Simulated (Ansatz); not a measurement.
**Converging the basis set for PH3 (phosphine)**

PH3 has 4 atoms, charge 0, and is taken as a singlet. As SMILES, `P`. The coordinates come from a PBE0-D4/def2-TZVP relaxation.

```xyz
4

P     0.3460   -0.3265   -0.3328
H     0.6309   -0.0340    1.0270
H    -1.0055   -0.6630   -0.0572
H     0.0287    1.0235   -0.6369
```

Program: Ansatz 0.2.0. Method: RPA@PBE. Swept: basis set. Watched: the electronic atomisation energy. Each run: energy, 5 core orbitals frozen. Hardware: 1 thread of Arm Neoverse V2, shared host.

The last row is the best point of the sweep, not the limit.

Question: The candidates, from coarse to fine: jorge-DZP; jorge-TZP; jorge-QZP; jorge-5ZP. Estimate which is the coarsest that holds the electronic atomisation energy within 0.1 eV of the last.

Answer: jorge-QZP: it is 0.0417 eV off and takes 3.6 s, against 14 s for jorge-5ZP.

```csv
basis set,basis functions,value (eV),from the best (eV),wall time
jorge-DZP,39,9.7006,-0.6193,0.8 s
jorge-TZP,82,10.1713,-0.1487,1.3 s
jorge-QZP,155,10.2783,-0.0417,3.6 s
jorge-5ZP,261,10.3199,0.0000,14 s
```
